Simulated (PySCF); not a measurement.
# Cost of excited-state runs on isocyanoethane, C₃H₅N

Mapped SMILES: `[C-:1]#[N+:2][CH2:3][CH3:4]` (H(Xn): hydrogen on atom n).

PySCF with density fitting, on 1 thread of an Arm Neoverse V1, shared host. Command: `OMP_NUM_THREADS=1 python excited_run.py task.json out`

(1) How long does each of these runs take, and how much memory?
- magnetisability and related constants, KT3/aug-pcSseg-1; isotopologues; writes grids
- magnetisability and related constants, OPBE/6-311+G(2d,p); usual settings
- magnetisability and related constants, wB97X-D/aug-pcSseg-1; usual settings

Answers

(1) 
| run | level | basis functions | wall time | peak memory (GiB) |
| --- | --- | --- | --- | --- |
| magnetisability and related constants | KT3/aug-pcSseg-1 | 149 | 15 s | 0.45 |
| magnetisability and related constants | OPBE/6-311+G(2d,p) | 138 | 11 s | 0.44 |
| magnetisability and related constants | wB97X-D/aug-pcSseg-1 | 149 | 11 s | 0.58 |

Times from a shared host are rough.
